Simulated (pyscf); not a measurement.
`[AsH3]` + `[GaH3]` → `[GaH2][AsH2]` + `[H][H]` (four-centre exchange; singlet surface; As–H, Ga–H broken, As–Ga, H–H formed). Single points on ωB97X-D3(BJ)/def2-SVP structures (PySCF, gas phase). Rate constants from transition-state theory, ωB97M-D3(BJ)/def2-TZVP energies (ideal gas, 1 atm, RRHO with modes under 100 cm⁻¹ raised to 100, one conformer, R ln 2 for chiral ones without a mode under 150 cm⁻¹; no tunnelling), k in cm³ molecule⁻¹ s⁻¹.

| T (K) | 1000/T | log10 k |
|---|---|---|
| 298 | 3.354 | -28.78 |
| 600 | 1.667 | -20.31 |
| 900 | 1.111 | ? |
| 1200 | 0.833 | -15.68 |

Task: Fit an Arrhenius line to the three values, give the activation energy, and predict k at 900 K.

Result: Least squares gives log10 k = -11.50 − 5.17 × 1000/T, so Ea = 5.17 × ln 10 × 1.987 = 23.7 kcal/mol, against an electronic barrier of 21.1. At 900 K the line gives -17.24; the computed value is -17.30 (ΔG‡ = 48.0 kcal/mol), close to the line. On the reactant side the descent ends in a complex, 5.5 kcal/mol under the separated species and 22.5 kcal/mol under the saddle at ωB97X-D3(BJ)/def2-TZVP. At the saddle there is also a short Ga–H contact that neither side keeps. At ωB97X-D3(BJ)/def2-TZVP the barrier from the zero used here is 17.0 kcal/mol. One saddle was located; it need not be the lowest between these sides. Elements up to Kr have no core potential and no relativistic terms here.
